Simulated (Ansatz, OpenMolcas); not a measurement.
**Computed against measured: atomisation enthalpy at 298 K**

6 molecules with nitrogen; the atomisation enthalpy at 298 K in kJ/mol, computed less measured. Shapes, held fixed at every level: PBE0-D4/def2-TZVP. Flexible molecules stand in one conformer, not always the lowest. Thermal terms are harmonic and unscaled (PBE0-D4/def2-TZVP); the spin-orbit lowering of the free atoms is taken from their spectra. Programs: Ansatz 0.2.0, OpenMolcas 26.06. Measured values: Active Thermochemical Tables, NIST-JANAF tables.

Levels: A = PBE0/cc-pVTZ; B = PBE0-D4/def2-TZVPP; C = CCSDT(Q)/STO-3G; D = CCSD(T)/def2-SVP.

| molecule | from tabulated heats | A | B | C | D |
| --- | --- | --- | --- | --- | --- |
| HCN (SMILES C#N) | 1278 | -12 | -9 | -173 | -81 |
| N2O (nitrous oxide) | 1112 | +21 | +22 | -643 | -125 |
| HOCN (cyanic acid) | 1671 | 0 | +4 | -400 | -121 |
| NF3 (nitrogen trifluoride) | 843 | +17 | +16 | -291 | -137 |
| CH3N (methanimine) | 1755 | -5 | 0 | -166 | -108 |
| N2H4 (hydrazine) | 1721 | -12 | -4 | -372 | -170 |

Question: Which level does best on this set, which worst, and which err to one side?

Answer: 
```
             level                   kind  mean error  mean absolute error  worst case
      PBE0/cc-pVTZ          global hybrid        +1.5                 11.2         N2O
PBE0-D4/def2-TZVPP          global hybrid        +4.8                  9.2         N2O
   CCSDT(Q)/STO-3G  coupled cluster or CI      -340.8                340.8         N2O
  CCSD(T)/def2-SVP  coupled cluster or CI      -123.7                123.7        N2H4
```

On this set PBE0-D4/def2-TZVPP has the smallest mean absolute error and CCSDT(Q)/STO-3G the largest. CCSDT(Q)/STO-3G is too low in 6 of 6; CCSD(T)/def2-SVP is too low in 6 of 6. The heats of NF3 come from older tables and can be uncertain by 10 kJ/mol or more. The smallest two are near a tie. Rows in very small basis sets show the basis more than the method. Correlated wave functions converge slowly with the basis. T1 is large for N2O (0.022), so single-reference values are less sure there. The set is small.
